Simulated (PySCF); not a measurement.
## Dipole moment and polarisability across levels of theory

Species: C2H2Cl4.
Numbering: `[Cl:1][CH:2]([Cl:3])[CH:4]([Cl:5])[Cl:6]` (hydrogens: H7 on C2; H8 on C4)

Cartesian coordinates in Å at the PBE0-D3(BJ)/def2-SVP level; atoms count from 1:
```xyz
8
C2H2Cl4 angstrom
Cl    -1.7683    1.1237    0.2543
C     -0.6915   -0.1582   -0.2969
Cl    -1.2328   -1.7560    0.2520
C      0.7525    0.0666    0.1433
Cl     1.3970    1.5106   -0.6607
Cl     0.9106    0.1667    1.8962
H     -0.7207   -0.1654   -1.3941
H      1.3531   -0.7880   -0.1942
```

PySCF, dipoles from the SCF density, polarisabilities from static response with core orbitals frozen. One conformer (not necessarily the lowest) at the PBE0-D3(BJ)/def2-SVP geometry, without solvent, vibrations or thermal averaging.

The anisotropy is √(½[(α1 − α2)² + (α2 − α3)² + (α3 − α1)²]).

```csv
level,μ (D),α (au),anisotropy (au)
LDA/def2-SVPD,1.636,84.05,16.92
PBE/def2-SVPD,1.611,83.56,17.00
B3LYP/def2-SVPD,1.673,80.95,16.03
PBE0/def2-SVPD,1.702,79.95,15.77
BHandHLYP/def2-SVPD,1.765,77.86,15.15
CAM-B3LYP/def2-SVPD,1.722,79.31,15.18
wB97X-D/def2-SVPD,1.749,78.75,15.12
LC-wPBE/def2-SVPD,1.774,77.01,14.40
HF/def2-SVPD,1.893,75.15,14.49
PBE0/6-31G*,1.962,58.87,18.24
PBE0/def2-SVP,1.811,56.15,15.85
PBE0/6-31+G*,1.904,69.47,17.02
PBE0/aug-cc-pVDZ,1.706,79.64,16.43
PBE0/def2-TZVP,1.719,70.91,17.16
PBE0/def2-TZVPD,1.668,81.50,16.24
```

The dipole runs from 1.61 D (PBE/def2-SVPD) to 1.96 D (PBE0/6-31G*). No reference polarisability is at hand; against PBE0 in the largest diffuse basis at hand (def2-TZVPD) the other PBE0 rows deviate by 6-31G* -28%, def2-SVP -31%, 6-31+G* -15%, def2-SVPD -2%, aug-cc-pVDZ -2%, def2-TZVP -13%. In one basis (def2-SVPD) the functionals order the polarisability from HF (lowest) to LDA (highest), a spread of 12%. With PBE0 the polarisability is 61.98 au without diffuse functions (mean of 6-31G*, def2-SVP and def2-TZVP) and 77.64 au with them (mean of 6-31+G*, def2-SVPD, aug-cc-pVDZ and def2-TZVPD).
